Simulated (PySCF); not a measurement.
# CH5NSi: spin-spin couplings and electronic excitations at several levels of theory, part 2 of 2

PySCF 2.14.0. Atoms count from 0. The steps go on from the part before.

## (8) TDDFT and polarisability: B3LYP/def2-SVPD

Job settings and geometry (Å):

```
{"job": {"kind": "uv", "xc": "B3LYP", "basis": "def2-SVPD", "ip": true}, "charge": 0, "multiplicity": 1}
C      1.531166    -0.063050     0.005319
N      0.472305    -0.406723     0.598448
Si    -1.153020    -0.009318     0.065794
H      1.565626     0.533945    -0.933169
H      2.519777    -0.352662     0.409615
H     -1.813718     0.773409     1.149028
H     -1.895416    -1.285127    -0.142021
H     -1.164719     0.789399    -1.207412
```

Level: TDDFT B3LYP/def2-SVPD, vertical, gas phase, core orbitals frozen in the response.

Output:

```text
coarse grid: 6872 points
cycle   1  E = -385.1194949927  dE =  3.257e-02  |g| = 3.781e-01  |ddm| = 3.680e+00
cycle   2  E = -385.0179888658  dE =  1.015e-01  |g| = 7.556e-01  |ddm| = 2.267e+00
cycle   3  E = -385.1529182144  dE = -1.349e-01  |g| = 5.970e-02  |ddm| = 1.545e+00
cycle   4  E = -385.1536556181  dE = -7.374e-04  |g| = 2.784e-02  |ddm| = 1.007e-01
cycle   5  E = -385.1538649458  dE = -2.093e-04  |g| = 3.758e-03  |ddm| = 3.942e-02
cycle   6  E = -385.1538691427  dE = -4.197e-06  |g| = 7.454e-04  |ddm| = 6.888e-03
final grid: 60992 points
cycle   7  E = -385.2041379997  dE = -7.611e-06  |g| = 2.718e-03  |ddm| = 3.161e-02
cycle   8  E = -385.2041362101  dE =  1.790e-06  |g| = 3.896e-03  |ddm| = 1.450e-02
cycle   9  E = -385.2041398570  dE = -3.647e-06  |g| = 8.858e-04  |ddm| = 8.436e-03
cycle  10  E = -385.2041400333  dE = -1.763e-07  |g| = 1.279e-04  |ddm| = 1.125e-03
cycle  11  E = -385.2041400377  dE = -4.370e-09  |g| = 2.598e-05  |ddm| = 1.950e-04
cycle  12  E = -385.2041400379  dE = -2.140e-10  |g| = 3.393e-06  |ddm| = 5.525e-05
converged SCF energy = -385.2041400379

Static polarisability (au): isotropic 49.792, principal 39.708 46.122 63.545

Singlet excitations
state   eV       nm        f      main configurations
  1   4.0812    303.8   0.00034   H->L 1.00
  2   6.1991    200.0   0.00990   H->L+1 0.99
  3   6.8619    180.7   0.04876   H->L+2 0.90
  4   7.1628    173.1   0.00320   H-2->L 0.73, H->L+4 0.25
  5   7.1813    172.6   0.00033   H->L+4 0.73, H-2->L 0.25
  6   7.1965    172.3   0.16595   H-1->L 0.73, H->L+3 0.18
  7   7.2886    170.1   0.06813   H->L+3 0.72, H-1->L 0.15
  8   7.4711    166.0   0.06842   H->L+5 0.93
  9   8.0575    153.9   0.00347   H-1->L+1 0.94
 10   8.5688    144.7   0.02138   H-2->L+1 0.43, H-3->L 0.28, H->L+6 0.21

Triplet excitations (Tamm-Dancoff, eV): 3.4671 4.9760 5.9650 6.6128
Vertical ionisation energy (delta-SCF) = 9.5147 eV
Vertical electron affinity (delta-SCF) = -1.0075 eV
```

Run time: 15 s. Hardware: 1 thread of Arm Neoverse V1, shared host; peak memory 0.47 GiB.

This run: HOMO -7.02 eV, LUMO -1.29 eV; lowest singlet 4.08 eV.

## (9) Ultraviolet spectrum: PBE0/def2-SVPD

Settings changed since step 8:

```diff
@@ -1,2 +1,2 @@
-{"job": {"kind": "uv", "xc": "B3LYP", "basis": "def2-SVPD", "ip": true}, "charge": 0, "multiplicity": 1}
+{"job": {"kind": "uv", "xc": "PBE0", "basis": "def2-SVPD", "ip": true}, "charge": 0, "multiplicity": 1}
 C      1.531166    -0.063050     0.005319
```

Level: TDDFT PBE0/def2-SVPD, vertical, gas phase, core orbitals frozen in the response.

Output:

```text
coarse grid: 6872 points
cycle   1  E = -384.8640316663  dE =  2.859e-02  |g| = 3.388e-01  |ddm| = 3.540e+00
cycle   2  E = -384.7960370043  dE =  6.799e-02  |g| = 6.397e-01  |ddm| = 1.795e+00
cycle   3  E = -384.8916917812  dE = -9.565e-02  |g| = 4.196e-02  |ddm| = 1.186e+00
cycle   4  E = -384.8920418118  dE = -3.500e-04  |g| = 2.146e-02  |ddm| = 7.781e-02
cycle   5  E = -384.8921645014  dE = -1.227e-04  |g| = 2.898e-03  |ddm| = 3.111e-02
cycle   6  E = -384.8921668791  dE = -2.378e-06  |g| = 6.024e-04  |ddm| = 5.201e-03
final grid: 60992 points
cycle   7  E = -384.9377602892  dE = -6.227e-06  |g| = 4.277e-03  |ddm| = 2.834e-02
cycle   8  E = -384.9377566431  dE =  3.646e-06  |g| = 5.845e-03  |ddm| = 2.104e-02
cycle   9  E = -384.9377647964  dE = -8.153e-06  |g| = 1.142e-03  |ddm| = 1.230e-02
cycle  10  E = -384.9377651002  dE = -3.038e-07  |g| = 1.225e-04  |ddm| = 1.335e-03
cycle  11  E = -384.9377651039  dE = -3.705e-09  |g| = 2.341e-05  |ddm| = 1.685e-04
cycle  12  E = -384.9377651040  dE = -1.472e-10  |g| = 5.060e-06  |ddm| = 4.970e-05
converged SCF energy = -384.9377651040

Static polarisability (au): isotropic 49.437, principal 39.498 45.688 63.125

Singlet excitations
state   eV       nm        f      main configurations
  1   4.1078    301.8   0.00033   H->L 0.99
  2   6.3657    194.8   0.01404   H->L+1 0.98
  3   7.0935    174.8   0.04143   H->L+2 0.86, H->L+3 0.10
  4   7.3235    169.3   0.00375   H-2->L 0.59, H->L+4 0.39
  5   7.3485    168.7   0.00013   H->L+4 0.59, H-2->L 0.39
  6   7.3670    168.3   0.22596   H-1->L 0.87
  7   7.5534    164.1   0.04543   H->L+3 0.82, H->L+2 0.10
  8   7.6666    161.7   0.06578   H->L+5 0.96
  9   8.1892    151.4   0.00452   H-1->L+1 0.92
 10   8.6735    142.9   0.00777   H-2->L+1 0.80, H-3->L 0.12

Triplet excitations (Tamm-Dancoff, eV): 3.4422 4.9069 6.0701 6.8224
Vertical ionisation energy (delta-SCF) = 9.4496 eV
```

It took 10 s on 1 thread of Arm Neoverse V1, shared host; peak memory 0.47 GiB.

In short: HOMO -7.24 eV, LUMO -1.04 eV; lowest singlet 4.11 eV.

## (10) Ultraviolet spectrum: BHandHLYP/def2-SVPD

Settings changed since step 9:

```diff
@@ -1,2 +1,2 @@
-{"job": {"kind": "uv", "xc": "PBE0", "basis": "def2-SVPD", "ip": true}, "charge": 0, "multiplicity": 1}
+{"job": {"kind": "uv", "xc": "BHandHLYP", "basis": "def2-SVPD", "ip": true}, "charge": 0, "multiplicity": 1}
 C      1.531166    -0.063050     0.005319
```

Level: TDDFT BHandHLYP/def2-SVPD, vertical, gas phase, core orbitals frozen in the response.

Output:

```text
coarse grid: 6872 points
cycle   1  E = -385.0530540625  dE =  3.025e-02  |g| = 3.508e-01  |ddm| = 3.526e+00
cycle   2  E = -385.0374793248  dE =  1.557e-02  |g| = 4.658e-01  |ddm| = 1.308e+00
cycle   3  E = -385.0856960469  dE = -4.822e-02  |g| = 3.272e-02  |ddm| = 8.018e-01
cycle   4  E = -385.0860439070  dE = -3.479e-04  |g| = 1.094e-02  |ddm| = 8.154e-02
cycle   5  E = -385.0860805641  dE = -3.666e-05  |g| = 1.961e-03  |ddm| = 2.040e-02
cycle   6  E = -385.0860821088  dE = -1.545e-06  |g| = 1.103e-03  |ddm| = 4.920e-03
final grid: 60992 points
cycle   7  E = -385.1186427365  dE = -4.039e-06  |g| = 1.516e-03  |ddm| = 2.125e-02
cycle   8  E = -385.1186429760  dE = -2.395e-07  |g| = 1.232e-03  |ddm| = 6.045e-03
cycle   9  E = -385.1186433763  dE = -4.003e-07  |g| = 5.414e-05  |ddm| = 1.644e-03
cycle  10  E = -385.1186433778  dE = -1.453e-09  |g| = 2.083e-05  |ddm| = 3.875e-04
cycle  11  E = -385.1186433780  dE = -1.759e-10  |g| = 3.790e-06  |ddm| = 8.683e-05
converged SCF energy = -385.1186433780

Static polarisability (au): isotropic 47.868, principal 38.573 44.177 60.854

Singlet excitations
state   eV       nm        f      main configurations
  1   4.2816    289.6   0.00032   H->L 0.97
  2   6.9929    177.3   0.01128   H->L+1 0.86, H->L+2 0.10
  3   7.7821    159.3   0.11374   H->L+2 0.59, H->L+3 0.25, H->L+1 0.09
  4   7.9390    156.2   0.35708   H-1->L 0.90
  5   8.0500    154.0   0.00426   H->L+4 0.96
  6   8.2149    150.9   0.00899   H->L+3 0.71, H->L+2 0.24
  7   8.3367    148.7   0.00050   H-2->L 0.70, H-1->L+1 0.11
  8   8.4154    147.3   0.03749   H->L+5 0.93
  9   8.5965    144.2   0.00543   H-1->L+1 0.62, H-2->L 0.17, H-1->L+2 0.14
 10   9.1814    135.0   0.02352   H-2->L+1 0.59, H-2->L+2 0.24, H-2->L+3 0.08

Triplet excitations (Tamm-Dancoff, eV): 3.6329 4.8035 6.7046 7.4642
Vertical ionisation energy (delta-SCF) = 9.3996 eV
```

Wall time 10 s (1 thread of Arm Neoverse V1, shared host); peak memory 0.47 GiB.

In short: HOMO -8.59 eV, LUMO 0.17 eV; lowest singlet 4.28 eV.

## (11) TDDFT and polarisability: CAM-B3LYP/def2-SVPD

Settings changed since step 10:

```diff
@@ -1,2 +1,2 @@
-{"job": {"kind": "uv", "xc": "BHandHLYP", "basis": "def2-SVPD", "ip": true}, "charge": 0, "multiplicity": 1}
+{"job": {"kind": "uv", "xc": "CAM-B3LYP", "basis": "def2-SVPD", "ip": true}, "charge": 0, "multiplicity": 1}
 C      1.531166    -0.063050     0.005319
```

With the program's defaults for keys left out, this is: TDDFT CAM-B3LYP/def2-SVPD, vertical, gas phase, core orbitals frozen in the response.

Output:

```text
coarse grid: 6872 points
cycle   1  E = -385.0447132235  dE =  2.648e-02  |g| = 3.812e-01  |ddm| = 3.632e+00
cycle   2  E = -385.0129339839  dE =  3.178e-02  |g| = 5.611e-01  |ddm| = 1.635e+00
cycle   3  E = -385.0813615603  dE = -6.843e-02  |g| = 2.942e-02  |ddm| = 9.565e-01
cycle   4  E = -385.0816312847  dE = -2.697e-04  |g| = 1.322e-02  |ddm| = 8.236e-02
cycle   5  E = -385.0816793362  dE = -4.805e-05  |g| = 3.020e-03  |ddm| = 2.757e-02
cycle   6  E = -385.0816821871  dE = -2.851e-06  |g| = 1.042e-03  |ddm| = 5.687e-03
final grid: 60992 points
cycle   7  E = -385.1328047421  dE = -6.825e-06  |g| = 1.857e-03  |ddm| = 2.212e-02
cycle   8  E = -385.1328049218  dE = -1.797e-07  |g| = 1.733e-03  |ddm| = 7.930e-03
cycle   9  E = -385.1328056526  dE = -7.308e-07  |g| = 2.731e-04  |ddm| = 3.266e-03
cycle  10  E = -385.1328056669  dE = -1.434e-08  |g| = 9.408e-05  |ddm| = 5.825e-04
cycle  11  E = -385.1328056691  dE = -2.166e-09  |g| = 1.387e-05  |ddm| = 1.439e-04
cycle  12  E = -385.1328056691  dE = -6.611e-11  |g| = 2.037e-06  |ddm| = 3.920e-05
converged SCF energy = -385.1328056691

Static polarisability (au): isotropic 48.938, principal 39.404 45.397 62.013

Singlet excitations
state   eV       nm        f      main configurations
  1   4.1114    301.6   0.00037   H->L 0.98
  2   6.6063    187.7   0.00927   H->L+1 0.89
  3   7.4543    166.3   0.06061   H->L+2 0.56, H->L+3 0.31
  4   7.6339    162.4   0.00373   H->L+4 0.96
  5   7.7871    159.2   0.28347   H-1->L 0.82, H->L+3 0.09
  6   7.8728    157.5   0.08643   H->L+3 0.57, H->L+2 0.28, H-1->L 0.10
  7   7.9422    156.1   0.00092   H-2->L 0.88
  8   7.9996    155.0   0.03850   H->L+5 0.91
  9   8.3675    148.2   0.00596   H-1->L+1 0.68, H-1->L+2 0.19
 10   8.8647    139.9   0.01324   H-2->L+1 0.58, H-2->L+2 0.25

Triplet excitations (Tamm-Dancoff, eV): 3.4831 4.9660 6.3542 7.1580
Vertical ionisation energy (delta-SCF) = 9.5636 eV
```

Run time: 12 s. Hardware: 1 thread of Arm Neoverse V1, shared host; peak memory 0.48 GiB.

Key values: HOMO -8.64 eV, LUMO 0.18 eV; lowest singlet 4.11 eV.

## (12) Side by side: spin-spin couplings

Couplings (Hz), each a mean over the pairs like the one named, with basis size and wall time:

| run | C0–H4 | Si2–H5 | C0–H3 | Si2–H4 | H3–H4 | Si2–H3 | C0–N1 | functions | time |
| --- | --- | --- | --- | --- | --- | --- | --- | --- | --- |
| B3LYP/def2-TZVP | 176.9 | -176.7 | 158.6 | -24.2 | 22.7 | -15.5 | -5.2 | 129 | 11 s |
| B3LYP/cc-pVTZ | 169.9 | -164.4 | 152.0 | -26.1 | 22.8 | -16.7 | -11.7 | 164 | 15 s |
| B3LYP/6-31G* | 178.6 | -187.9 | 164.3 | -23.4 | 21.5 | -14.4 | -13.6 | 56 | 4.1 s |

## (13) Side by side: electronic excitations

Excitations and ground-state properties, with basis size and wall time:

| run | lowest singlet (eV) | brightest (eV) | f | gap (eV) | α (Å³) | μ (D) | functions | time |
| --- | --- | --- | --- | --- | --- | --- | --- | --- |
| HF/def2-SVPD | 4.62 | 8.16 | 0.425 | 13.25 | 6.83 | 1.77 | 104 | 2.2 s |
| LDA/def2-SVPD | 3.81 | 6.26 | 0.132 | 3.53 | 7.81 | 1.36 | 104 | 13 s |
| PBE/def2-SVPD | 3.93 | 6.39 | 0.142 | 3.68 | 7.63 | 1.33 | 104 | 20 s |
| B3LYP/def2-SVPD | 4.08 | 7.20 | 0.166 | 5.73 | 7.38 | 1.45 | 104 | 15 s |
| PBE0/def2-SVPD | 4.11 | 7.37 | 0.226 | 6.20 | 7.33 | 1.46 | 104 | 10 s |
| BHandHLYP/def2-SVPD | 4.28 | 7.94 | 0.357 | 8.76 | 7.09 | 1.58 | 104 | 10 s |
| CAM-B3LYP/def2-SVPD | 4.11 | 7.79 | 0.283 | 8.81 | 7.25 | 1.52 | 104 | 12 s |

## (14) Outcome

The summary covers parts 1 to 2.

| quantity | value |
| --- | --- |
| largest coupling of the table (B3LYP/def2-TZVP) | ¹J(C,H) C0–H4, 176.9 Hz |
| lowest singlet (HF/def2-SVPD) | 4.62 eV (268 nm), f = 0.000 |
| brightest single state of those computed | state 3, 8.16 eV, f = 0.425 |
| lowest triplet | 3.92 eV |
| range of J(C0,H4), mean over like pairs | 169.9 to 178.6 Hz |
| range of the lowest singlet | 3.81 to 4.62 eV |

What this shows: Single values in the summary come from the first sound run of each kind (B3LYP/def2-TZVP; HF/def2-SVPD), which need not be the best level. In the run at B3LYP/def2-TZVP, the largest coupling of the table is C0–H4, 176.9 Hz, of which the Fermi-contact term gives 176.4 Hz. The first singlet state (HOMO→LUMO+2 0.90) lies at 4.62 eV and is dark; of the 10 states computed, the strongest absorption comes from state 3 at 8.16 eV. The lowest triplet lies 0.70 eV below the lowest singlet (triplets in Tamm-Dancoff, singlets in full TDDFT). The coupling C0–H4, as a mean over pairs of its kind, runs from 169.9 Hz (B3LYP/cc-pVTZ) to 178.6 Hz (B3LYP/6-31G*). The lowest singlet runs from 3.81 eV (LDA/def2-SVPD) to 4.62 eV (HF/def2-SVPD), while the orbital gap spans 3.53 to 13.25 eV: the excitation energy moves far less from run to run than the orbital gap does. The lowest state need not be the same one in every run. The runs solved for a few states only, so the brightest column depends on that window. Couplings from bases without tight functions are rough.
